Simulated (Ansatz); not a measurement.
# AlBClH2 radical (SMILES [BH2][Al][Cl]): functionals against CCSD(T) at one geometry

Aim: energy, forces and dipole at a structure displaced at random from a GFN2-xTB minimum, from CCSD(T) and from density functionals.

Computed with Ansatz 0.2.0, Gaussian basis. Level: single points in def2-TZVPP.

Correlated methods freeze the cores. Orbitals are unrestricted.

## Step 1: The system as given

SMILES `[BH2][Al][Cl]`, 5 atoms, charge 0, spin multiplicity 2.

Atoms are counted from 1 here; the program's logs count them from 0.

Bond lengths: B1–Al2 1.957 Å, B1–H4 1.209 Å, B1–H5 1.158 Å, Al2–Cl3 2.023 Å. Angles: Al2–B1–H4 116.3°, Al2–B1–H5 118.5°, H4–B1–H5 124.8°, B1–Al2–Cl3 176.7°.

Geometry (Å):

```xyz
5
AlBClH2
B    -0.5845    0.6422   -0.4416
Al    0.5989   -0.6283    0.4605
Cl    1.8841   -1.9485    1.2951
H    -1.6674    0.2220   -0.7763
H    -0.2532    1.7488   -0.5160
```

## Step 2: CCSD(T)/def2-TZVPP

run/in.yaml

```yaml
crystal:
  periodic: [false, false, false]
  atoms:
    - {symbol: B, position_ang: [-0.584500, 0.642200, -0.441600]}
    - {symbol: Al, position_ang: [0.598900, -0.628300, 0.460500]}
    - {symbol: Cl, position_ang: [1.884100, -1.948500, 1.295100]}
    - {symbol: H, position_ang: [-1.667400, 0.222000, -0.776300]}
    - {symbol: H, position_ang: [-0.253200, 1.748800, -0.516000]}
basis:
  gaussian: {orbitals: def2-TZVPP}
magnetization: {spin_polarized: true, initial_magnetization: 1}
correlation: {method: ccsd_t}
scf: {omitted_lower_state_checks: [cluster_reference]}
output: {forces: true}
```

The command line of these runs was not kept.

## Step 3: PBE0-D4/def2-TZVPP

Changes to run/in.yaml since step 2:

```diff
@@ -11,4 +11,3 @@
 magnetization: {spin_polarized: true, initial_magnetization: 1}
-correlation: {method: ccsd_t}
-scf: {omitted_lower_state_checks: [cluster_reference]}
-output: {forces: true}
+hamiltonian: {xc: pbe0, dispersion: d4}
+output: {forces: true, orbitals: {seedname: orbitals}}
```

## Step 4: wB97M-V/def2-TZVPP

Changes to run/in.yaml since step 3:

```diff
@@ -11,3 +11,3 @@
 magnetization: {spin_polarized: true, initial_magnetization: 1}
-hamiltonian: {xc: pbe0, dispersion: d4}
-output: {forces: true, orbitals: {seedname: orbitals}}
+hamiltonian: {xc: {name: wB97M-V}}
+output: {forces: true}
```

## Step 5: r2SCAN-D4/def2-TZVPP

Changes to run/in.yaml since step 4:

```diff
@@ -11,3 +11,3 @@
 magnetization: {spin_polarized: true, initial_magnetization: 1}
-hamiltonian: {xc: {name: wB97M-V}}
+hamiltonian: {xc: r2scan, dispersion: d4}
 output: {forces: true}
```

## Step 6: PBE-D4/def2-TZVPP

Changes to run/in.yaml since step 5:

```diff
@@ -11,3 +11,3 @@
 magnetization: {spin_polarized: true, initial_magnetization: 1}
-hamiltonian: {xc: r2scan, dispersion: d4}
+hamiltonian: {xc: pbe, dispersion: d4}
 output: {forces: true}
```

## Step 7: BHLYP-D4/def2-TZVPP

Changes to run/in.yaml since step 6:

```diff
@@ -11,3 +11,3 @@
 magnetization: {spin_polarized: true, initial_magnetization: 1}
-hamiltonian: {xc: pbe, dispersion: d4}
+hamiltonian: {xc: {name: BHLYP}, dispersion: d4}
 output: {forces: true}
```

## Step 8: r2SCAN0-D4/def2-TZVPP

Changes to run/in.yaml since step 7:

```diff
@@ -11,3 +11,3 @@
 magnetization: {spin_polarized: true, initial_magnetization: 1}
-hamiltonian: {xc: {name: BHLYP}, dispersion: d4}
+hamiltonian: {xc: {name: r2SCAN0}, dispersion: d4}
 output: {forces: true}
```

(Steps that only read results are left out.)

Q: Predict the outcome of this session. Wanted: energy less free atoms, CCSD(T)/def2-TZVPP; RMS force component; RMS force error; HOMO and LUMO, PBE0-D4; T1 diagnostic.

The runs gave:

| quantity | value |
| --- | --- |
| energy less free atoms, CCSD(T)/def2-TZVPP | -13.762 eV |
| RMS force component | 0.494 to 0.588 eV/Å over the methods |
| RMS force error | PBE0-D4 0.064, wB97M-V 0.077, r2SCAN-D4 0.051, PBE-D4 0.095, BHLYP-D4 0.116, r2SCAN0-D4 0.083 eV/Å |
| HOMO and LUMO, PBE0-D4 | -5.40 and -2.34 eV |
| T1 diagnostic | 0.016 |

In words: Against CCSD(T) the functionals' energies less atoms differ by -0.924 to -0.214 eV, PBE-D4 by -0.805 eV. CCSD(T) in triple zeta still lacks some correlation energy of the bonds, so part of these gaps is its own basis error and they don't rank the functionals. On forces the order runs from r2SCAN-D4 to BHLYP-D4. Frozen-core CCSD(T) forces in triple zeta carry basis errors of their own, and this is one geometry, so small gaps rank nothing.
